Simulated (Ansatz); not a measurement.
Species: C$_{2}$H$_{5}$O (charge 0, doublet). It need not be the lowest isomer of its formula. 
Geometry from a B3LYP-D3(BJ)/def2-TZVP (Ansatz, a first-principles code) optimisation:
```xyz
8

C      1.1500    -0.5481     0.0778
C      0.1001     0.4855     0.1538
O     -1.1512    -0.0848    -0.2195
H     -1.8025     0.6203    -0.2893
H      0.0546     0.9063     1.1703
H      0.3469     1.3296    -0.5164
H      2.1102    -0.3827     0.5442
H      0.9997    -1.4196    -0.5423
```
Charge 0, spin multiplicity 2.

Computed values are from Ansatz. Correlated levels leave the core frozen unless marked. UHF or UKS for open shells. No spin-orbit coupling. Non-relativistic. CBS(X,Y): correlation extrapolated as X^-3; Hartree-Fock from the larger set. The bracket is a focal-point correction in the basis named.

Task: What is the atomisation energy De at RI-MP2/CBS(cc-pVTZ,cc-pVQZ)+[CCSD(T)-MP2]/cc-pVTZ?

Result: 2928.7 kJ/mol.

Task: What is the T1 diagnostic at CCSD/cc-pVTZ?

Result: 0.011.

Task: What is the total energy at RI-MP2/CBS(cc-pVTZ,cc-pVQZ)+[CCSD(T)-MP2]/cc-pVTZ?

Result: -154.2024 Eh.

Task: What is the dipole moment at CCSD(T)/aug-cc-pVDZ?

Result: 1.74 D.
